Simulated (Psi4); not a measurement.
**M06-2X/STO-3G (sweep point 1) run of AlH3 (SMILES [H][Al]([H])[H])**

Aim: the vertical ionisation energy of AlH3 at M06-2X/STO-3G (sweep point 1), from 2 runs. 

Program for the calculation: Psi4 1.11.

## 1. Starting point

AlH3 has 4 atoms, charge 0, and is taken as a singlet. As SMILES, `[H][Al]([H])[H]`. Geometry: a GFN2-xTB relaxation, a rough one for these elements and not checked as a minimum.

Bond lengths: Al1–H2 1.553 Å, Al1–H3 1.553 Å, Al1–H4 1.553 Å. Angles: H2–Al1–H3 120.0°, H2–Al1–H4 120.0°, H3–Al1–H4 120.0°.

## 2. A single-point energy at M06-2X/STO-3G (sweep point 1)

alh3.py

```python
import psi4

psi4.set_memory('1600 MB')
psi4.set_num_threads(1)
psi4.core.set_output_file('psi4.out', False)

geom = psi4.geometry("""
0 1
Al    -0.000010    -0.000020     0.000020
H      1.552650    -0.030520     0.014610
H     -0.749810     1.359840    -0.019120
H     -0.802830    -1.329300     0.004480
symmetry c1
""")

psi4.set_options({
    'basis': 'STO-3G',
    'puream': True,
    'scf_type': 'pk',
    'dft_radial_points': 99,
    'dft_spherical_points': 590,
})

e = psi4.energy('m06-2x')
print(f'total energy {e:.8f} hartree = {e * 27.211386:.5f} eV')
```

On the command line:

```bash
$ python alh3.py
```

psi4.out (excerpt; [...] marks lines left out):

```text
[...]
  Running in c1 symmetry.
[...]
  Nuclear repulsion =   13.879459646128723
[...]
  Multiplicity = 1
[...]
  Nalpha       = 8
  Nbeta        = 8
[...]
    Number of basis functions: 12
[...]
   @RKS iter   1:  -241.23620128453354   -1.07906e+00   1.52009e-02 DIIS/ADIIS
[...]
   @RKS iter   6:  -241.26636632735847   -1.62629e-10   8.83670e-08 DIIS
[...]
    Orbital Energies [Eh]
    ---------------------
    Doubly Occupied:
       1A    -56.224513     2A     -4.199717     3A     -2.614976
       4A     -2.607411     5A     -2.607411     6A     -0.412345
       7A     -0.264676     8A     -0.264669
[...]
  @RKS Final Energy:  -241.26636632735847
   => Energetics <=
    Nuclear Repulsion Energy =             13.8794596461287227
    One-Electron Energy =                -364.1732875946331660
    Two-Electron Energy =                 118.4649928348388670
    DFT Exchange-Correlation Energy =      -9.4375312136929299
    Empirical Dispersion Energy =           0.0000000000000000
    VV10 Nonlocal Energy =                  0.0000000000000000
    Total Energy =                       -241.2663663273584689
[...]
 Multipole Moments:
 ------------------------------------------------------------------------------------
     Multipole            Electronic (a.u.)      Nuclear  (a.u.)        Total (a.u.)
 ------------------------------------------------------------------------------------
 L = 1.  Multiply by 2.5417464519 to convert [e a0] to [Debye]
 Dipole X            :         -0.0000438            0.0000350           -0.0000088
 Dipole Y            :         -0.0000918            0.0000699           -0.0000219
 Dipole Z            :          0.0001385           -0.0000787            0.0000598
 Magnitude           :                                                    0.0000643
[...]
```

Standard output:

```text
total energy -241.26636633 hartree = -6565.19222 eV
```

Wall time 3.9 s (1 thread of Intel Xeon Platinum 8375C at 2.90GHz (Ice Lake), shared host); peak memory 0.4 GiB.

## 3. The doublet cation

job.py

```python
import psi4

psi4.set_memory(1600000000)
psi4.set_num_threads(1)
psi4.set_output_file('psi4.out', False)

geom = psi4.geometry("""
1 2
Al    -0.000010    -0.000020     0.000020
H      1.552650    -0.030520     0.014610
H     -0.749810     1.359840    -0.019120
H     -0.802830    -1.329300     0.004480
units angstrom
symmetry c1
""")

psi4.set_options({
    'basis': 'STO-3G',
    'reference': 'uks',
    'puream': True,
    'scf_type': 'pk',
    'dft_radial_points': 99,
    'dft_spherical_points': 590,
    'maxiter': 100,
})

E, wfn = psi4.energy("M06-2X", return_wfn=True)
print(f'M06-2X energy: {E:.10f} Eh')
```

On the command line:

```bash
$ python job.py
```

psi4.out (excerpt; [...] marks lines left out):

```text
[...]
  Running in c1 symmetry.
[...]
  Nuclear repulsion =   13.879459646128723
[...]
  Multiplicity = 2
[...]
  Nalpha       = 8
  Nbeta        = 7
[...]
    Number of basis functions: 12
[...]
   @UKS iter   1:  -240.87518755970035   -7.18051e-01   1.75316e-02 DIIS/ADIIS
[...]
   @UKS iter  23:  -240.91975742742636   -1.48273e-09   6.98185e-07 DIIS
[...]
   @S^2 Observed:                7.747058169E-01
[...]
    Orbital Energies [Eh]
    ---------------------
    Alpha Occupied:
       1A    -56.619569     2A     -4.582148     3A     -2.997489
       4A     -2.993719     5A     -2.987021     6A     -0.782636
       7A     -0.682510     8A     -0.569201
    Alpha Virtual:
       9A     -0.128801    10A     -0.036334    11A      0.151714
      12A      0.210174
    Beta Occupied:
       1A    -56.619165     2A     -4.582423     3A     -2.993390
[...]
  @UKS Final Energy:  -240.91975742742636
   => Energetics <=
    Nuclear Repulsion Energy =             13.8794596461287227
    One-Electron Energy =                -358.3979915948905273
    Two-Electron Energy =                 112.8224094051924169
    DFT Exchange-Correlation Energy =      -9.2236348838569793
    Empirical Dispersion Energy =           0.0000000000000000
    VV10 Nonlocal Energy =                  0.0000000000000000
    Total Energy =                       -240.9197574274263616
[...]
 Multipole Moments:
 ------------------------------------------------------------------------------------
     Multipole            Electronic (a.u.)      Nuclear  (a.u.)        Total (a.u.)
 ------------------------------------------------------------------------------------
 L = 1.  Multiply by 2.5417464519 to convert [e a0] to [Debye]
 Dipole X            :          0.3440333            0.0000350            0.3440683
 Dipole Y            :          0.5702502            0.0000699            0.5703201
 Dipole Z            :         -0.0018247           -0.0000787           -0.0019034
 Magnitude           :                                                    0.6660718
[...]
```

On the terminal:

```text
M06-2X energy: -240.9197574274 Eh
```

Run time: 14 s. Hardware: 1 thread of Intel Xeon Platinum 8375C at 2.90GHz (Ice Lake), shared host; peak memory 0.4 GiB.

## 4. Summary of results

At M06-2X/STO-3G (sweep point 1):

```
                                          quantity          value
                        singlet AlH3: total energy  -241.26637 Eh
                       singlet AlH3: dipole moment         0.00 D
                         singlet AlH3: HOMO energy       -7.20 eV
                         singlet AlH3: LUMO energy        5.13 eV
                       singlet AlH3: HOMO–LUMO gap       12.33 eV
                      doublet cation: total energy  -240.91976 Eh
doublet cation: HOMO energy (highest over α and β)      -14.94 eV
 doublet cation: LUMO energy (lowest over α and β)      -11.55 eV
                              doublet cation: ⟨S²⟩          0.775
vertical ionisation energy (to the doublet cation)       9.432 eV
```

In words: Removing an electron at fixed nuclei costs 9.43 eV (910 kJ/mol). The negative HOMO energy of the first species, 7.20 eV, lies 2.23 eV below that difference. In a minimal basis such a difference can be off by several eV, whatever the method.
